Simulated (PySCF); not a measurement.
**Partial charges of `CC1=CP1`**

C3H5P.
SMILES with atom numbers: `[CH3:1][C:2]1=[CH:3][PH:4]1` (hydrogens: H5, H6, H7 on C1; H8 on C3; H9 on P4)

Cartesian coordinates in Å at the GFN2-xTB level; atoms count from 1:
```xyz
9
C3H5P angstrom
C     -1.332    0.053    0.010
C      0.122   -0.112    0.106
C      1.190   -0.780   -0.242
P      1.629    0.563    0.937
H     -1.572    1.052   -0.356
H     -1.757   -0.689   -0.665
H     -1.782   -0.057    0.997
H      1.581   -1.599   -0.800
H      1.934    1.576   -0.013
```

Density: PBE0/pcSseg-1 (PySCF); schemes: Mulliken, IAO, Hirshfeld and ESP-fitted. Geometry: GFN2-xTB; no solvent, vibrations or thermal averaging.

Problem. Tabulate the Mulliken, IAO, Hirshfeld and ESP-fitted charges.

Solution. In e; atoms taken as equivalent share a row and are averaged (×n: the atom named and its like, n in all):

| atom | environment | Mulliken | IAO | Hirshfeld | ESP-fitted |
| --- | --- | --- | --- | --- | --- |
| C1 | allylic carbon | -0.164 | -0.432 | -0.105 | -0.493 |
| C2 | fully substituted alkene carbon | -0.264 | -0.100 | -0.019 | +0.166 |
| C3 | alkene CH carbon | -0.272 | -0.323 | -0.099 | -0.241 |
| P4 | phosphine phosphorus | +0.194 | +0.243 | +0.035 | -0.192 |
| H5/H6/H7 | methyl hydrogen | +0.137 | +0.165 | +0.056 | +0.164 |
| H8 | vinylic hydrogen | +0.083 | +0.176 | +0.068 | +0.189 |
| H9 | P–H hydrogen | +0.010 | -0.059 | -0.049 | +0.078 |

Mean size of the charges over all atoms: ESP-fitted 0.206 e, IAO 0.203 e, Mulliken 0.155 e, Hirshfeld 0.060 e. Each set sums to the total charge, 0, to within 0.001 e. The Mulliken scheme counts on each atom the diagonal of the density matrix times the overlap matrix over that atom's basis functions. The IAO scheme projects the occupied orbitals on a minimal set of polarised atomic orbitals and counts the electrons in each atom's part of it.

Some averages cover members that differ in this geometry: H5/H6/H7, ESP-fitted +0.145 to +0.178 e.

Lowest charge. The schemes don't all agree: Mulliken C3 (-0.272); IAO C1 (-0.432); Hirshfeld C1 (-0.105); ESP-fitted C1 (-0.493).

Highest charge. The schemes don't all agree: Mulliken P4 (+0.194); IAO P4 (+0.243); Hirshfeld H8 (+0.068); ESP-fitted H8 (+0.189).

Problem. How closely do the schemes follow one another over all atoms?

Solution. Correlation coefficient and root-mean-square difference: IAO with Hirshfeld 0.96, 0.168 e; Mulliken with IAO 0.87, 0.115 e; Mulliken with Hirshfeld 0.82, 0.126 e; Hirshfeld with ESP-fitted 0.74, 0.189 e; IAO with ESP-fitted 0.70, 0.179 e; Mulliken with ESP-fitted 0.41, 0.226 e.

Problem. Sum the charges by element, for elements with more than one atom.

Solution. 
| element | atoms | Mulliken | IAO | Hirshfeld | ESP-fitted |
| --- | --- | --- | --- | --- | --- |
| C | 3 | -0.700 | -0.856 | -0.223 | -0.568 |
| H | 5 | +0.505 | +0.613 | +0.187 | +0.759 |

Problem. How many electrons does the IAO scheme count on P4?

Solution. Z − q = 15 − (+0.243) = 14.757.
